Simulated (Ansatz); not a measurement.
# fcc Ni

Computed with PBE (Ansatz, a program for electronic structure, plane waves, PAW).

Run with plane-wave cutoff 520 eV, 32×32×32 k mesh, Fermi–Dirac smearing 0.033 eV (set by the program), spin-polarised with parallel moments, scalar-relativistic PAW data made under PBE.

Cell (relaxed at this level):

```yaml
crystal:
  lattice:
    - [0.00000, 1.75944, 1.75944]
    - [1.75944, 0.00000, 1.75944]
    - [1.75944, 1.75944, 0.00000]
  atoms:
    - { symbol: Ni, position: [0.00000, 0.00000, 0.00000] }
```

```json
{
 "elastic constant C11": "283 GPa",
 "elastic constant C12": "157 GPa",
 "elastic constant C44": "133 GPa",
 "Voigt–Reuss–Hill bulk modulus": "199 GPa",
 "Voigt–Reuss–Hill shear modulus (Hill average)": "98.6 GPa",
 "young_modulus": "254 GPa",
 "poisson_ratio": "0.287"
}
```

Measured, for comparison: elastic constant C11 261 GPa, elastic constant C12 151 GPa, elastic constant C44 132 GPa (0 K, low-temperature values given for 0 K; zero-point effects included; as tabulated in Li et al. (2021), arXiv:2102.01972). Computed (rounded) less measured: elastic constant C11 +8 %, elastic constant C12 +4 %, elastic constant C44 +0.8 %.

Elastic constants are with the ions relaxed.

Computed values are for the static lattice.
